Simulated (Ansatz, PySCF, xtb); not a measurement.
Protons, H atoms and electrons added to or taken from C=C=O. All species are isolated molecules in the gas phase. One relaxed conformer stands for each flexible species; it need not be the lowest. Strings in code marks are SMILES.

Quantity: proton affinity at 298 K, in kcal/mol. Thermal and zero-point terms are GFN2-xTB rigid-rotor harmonic values (xtb).

Level 1: B3LYP/6-31G* // PBE-D3(BJ)/def2-TZVP (PySCF)
Level 2: SVWN5/6-31G* // PBE-D3(BJ)/def2-TZVP (PySCF)
Level 3: frozen-core MP2/6-31G* // PBE-D3(BJ)/def2-TZVP (PySCF)
Level 4: HF/cc-pVTZ // PBE-D3(BJ)/def2-TZVP (Ansatz, an electronic-structure program)

| species | level 2 | level 3 | level 4 |
|---|---|---|---|
| proton added at O3: `C=C=[OH+]` (not the most basic site) | 152.3 | 150.2 | 162.3 |
| proton added at C1: `C[C+]=O` | 189.6 | 201.0 | 202.6 |

**Question.** What does level 1 give for each?

**Answer.** 
- proton added at O3: `C=C=[OH+]` (not the most basic site): 157.3
- proton added at C1: `C[C+]=O`: 198.2
